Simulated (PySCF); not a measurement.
## Spin-Hamiltonian simulation

Molecule: SMILES C#COCC, C4H6O.

Bonds (- single, = double, # triple, : aromatic): C1#C2 1.198 Å, C2-O3 1.301 Å, O3-C4 1.422 Å, C4-C5 1.523 Å. C1 carries H6; C4 carries H7, H8; C5 carries H9, H10, H11.

Gas phase, a single conformation, no relativistic terms, equivalent nuclei averaged. J: B3LYP/pcJ-1 (without the spin–dipole term); GFN2-xTB structure; PBE0/pcSseg-1 with gauge-including orbitals; PySCF 2.14.0 with density-fitted response routines.

Chemical shifts δ = σref − σ; ¹H (31.72 ppm) vs TMS, all at this level.

Shifts (ppm): H7/H8 4.00, H9/H10/H11 1.44.
Couplings (Hz): H7–H8: -11.4; H7–H9, H7–H10, H7–H11, H8–H9, H8–H10, H8–H11: 7.3; H9–H10, H9–H11, H10–H11: -13.9.

The 5-spin Hamiltonian (Zeeman plus full scalar coupling among like nuclei) was diagonalised exactly; lines are Lorentzian, 0.7 Hz wide, and the maxima above 3 % are listed with the tallest set to 100.

Question: Give the ¹H peak list of this spin system at 300 MHz.

Answer: 
δ in ppm (height): 4.037 (16), 4.012 (49), 3.988 (50), 3.964 (17), 1.464 (51), 1.440 (100), 1.416 (49)

Question: And at 600 MHz?

Answer: 
δ in ppm (height): 4.018 (16), 4.006 (50), 3.994 (50), 3.982 (17), 1.452 (50), 1.440 (100), 1.428 (50)

Question: Among coupled protons with different shifts, which pair is furthest from first order, and how does the field change that?

Answer: H7 and H9: Δν/J is about 105.2 at 300 MHz (close to first order) and 210.4 at 600 MHz (close to first order). J in Hz doesn't depend on the field, while Δν in Hz grows in proportion to it.

Unscaled 3J(H,H) at this level run about 10 % above measured values.
